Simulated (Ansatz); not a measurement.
CHClO, singlet: a pair in one relaxed arrangement.

The input file, in.yaml:

```yaml
crystal:
  periodic: [false, false, false]
  atoms:
    - {symbol: Cl, position_ang: [-0.087380, -0.223630, -2.360087]}
    - {symbol: H, position_ang: [-0.041258, -0.102670, -1.080305]}
    - {symbol: C, position_ang: [0.042538, 0.110022, 1.162626]}
    - {symbol: O, position_ang: [0.086200, 0.216277, 2.277766]}
basis:
  gaussian: {orbitals: def2-SVP}
hamiltonian: {xc: pbe, dispersion: d4}
```

Command:

```bash
ansatz run in.yaml --threads 2 --pin off --events-out ev --progress --plain --max-ram 5222MiB
```

The run's output (Ansatz 0.2.0):

```
Functional definition: PBE
  name "PBE"
  cite "Perdew, Burke & Ernzerhof, Phys. Rev. Lett. 77, 3865 (1996) doi:10.1103/PhysRevLett.77.3865"
  parent pbe
  parameter kappa = 0.804
  parameter beta = 0.06672455060314922
  exchange = pbe_x(kappa = kappa, mu = beta*pi^2/3)
  correlation = pbe_c(beta = beta)
554 factors; their error is unknown
mean field evaluation 1: about -15605.9220 eV, gradient 3.0e1 eV
mean field evaluation 2: about -15599.7862 eV, gradient 6.6e1 eV
mean field evaluation 4: about -15607.5152 eV, gradient 6.4e-1 eV
mean field evaluation 8: about -15607.4930 eV, gradient 3.1e-2 eV
mean field -15607.49297469 eV, -573.5647876811 hartree, gradient 3.7e-5 eV, S^2 0.000000; 0 other end points of the search recorded, 0 dependent functions left out
reference -15607.49299466 eV, -573.5647884150 hartree; 16, 16 occupied and 35, 35 virtual orbitals, 554 factors
Total energy: -15607.52876417 eV, -573.5661029203 hartree
```

The lines “mean field evaluation” count trial sets of orbitals through the whole run, from several starts and some on an approximate energy, so they need not fall steadily or lie above the final value.

Hardware: 2 CPU threads of an Intel Xeon Platinum 8259CL, shared host. Wall time about 0.35 s.
